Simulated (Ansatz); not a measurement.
Born–Oppenheimer molecular dynamics of BH4NO (7 atoms, charge 0, multiplicity 1). It starts from a relaxed structure.

All numbers below come from RKS B3LYP/cc-pVDZ in Ansatz.

```
ensemble                      : NVE (velocity Verlet)
time step                     : 0.5 fs
steps asked                   : 150
starting velocities drawn for : 200 K
seed                          : 863636
```

First frame:

```xyz
7
Properties=species:S:1:pos:R:3
B 0.055 0.067 0.002
O -0.004 -0.525 1.244
H -0.873 -0.424 1.650
N 1.259 0.004 -0.715
H 2.086 -0.458 -0.356
H 1.376 0.417 -1.629
H -0.894 0.637 -0.489
```

(1) How far do the bonds stretch over the last three quarters of this one trajectory? (Pairs bonded in most of those frames.)

Results:

(1) 
```json
{"bond": "B1–O2", "mean (Å)": "1.380", "spread (Å)": "0.012", "shortest": "1.36", "longest": "1.40"}
{"bond": "B1–N4", "mean (Å)": "1.410", "spread (Å)": "0.025", "shortest": "1.36", "longest": "1.45"}
{"bond": "B1–H7", "mean (Å)": "1.211", "spread (Å)": "0.006", "shortest": "1.20", "longest": "1.22"}
{"bond": "O2–H3", "mean (Å)": "0.964", "spread (Å)": "0.005", "shortest": "0.96", "longest": "0.97"}
{"bond": "N4–H5", "mean (Å)": "1.014", "spread (Å)": "0.003", "shortest": "1.01", "longest": "1.02"}
{"bond": "N4–H6", "mean (Å)": "1.011", "spread (Å)": "0.002", "shortest": "1.01", "longest": "1.02"}
```

Mean temperature of the second half: 98 K. The conserved energy stayed within 0.05 meV per atom of its start (net change 0.034 meV per atom), so the integration is sound. Over the second half the temperature averaged 0.49 of the 200 K drawn at the start: a run that starts near a minimum puts about half its kinetic energy into the potential. A run of 0.075 ps of so small a system gives no equilibrium averages.

Time of the run: 2.8 min on 1 thread of Arm Neoverse V2 (shared host), peak memory 0.1 GiB.
